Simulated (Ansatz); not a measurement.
**How the Voigt–Reuss–Hill shear modulus of rock-salt LiCl moves with the method**

No measured value is used here.

```csv
level (code),value (GPa),cell (Å³/atom)
LDA (Ansatz),[?],15.29
PBE (Ansatz),20.3,17.08
r²SCAN (Ansatz),23.9,16.70
r²SCANh (Ansatz),24.2,16.62
Hartree–Fock (Ansatz),17.5,18.21
```

Question: Fill in the missing entries.

Answer: 
- LDA (Ansatz, an electronic-structure program), value (GPa): 27.5

Each level is taken at its own relaxed cell. Cutoffs differ between the levels. Ansatz's density-functional and Hartree–Fock values are scalar-relativistic unless marked +SOC, with PAW data made under PBE.
